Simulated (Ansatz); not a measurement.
`C1CCOCC1`, charge 0, multiplicity 1.

Problem. Give a relaxed structure at PBE0-D4/def2-TZVP (the Gaussian-basis code of Ansatz). (Best estimate.)

Solution. Ansatz gave: 
```xyz
16

C     0.248    1.192    0.250
C     1.049    0.406   -0.779
C     0.957   -1.081   -0.487
O    -0.379   -1.527   -0.439
C    -1.116   -0.869    0.566
C    -1.164    0.632    0.345
H     0.230    2.256    0.000
H     0.737    1.107    1.229
H     0.651    0.593   -1.782
H     2.099    0.715   -0.783
H     1.450   -1.670   -1.264
H     1.455   -1.302    0.472
H    -2.117   -1.307    0.548
H    -0.671   -1.085    1.552
H    -1.723    1.105    1.158
H    -1.708    0.834   -0.584
```
Point group Cs.
This is one stationary point; other conformers may exist.
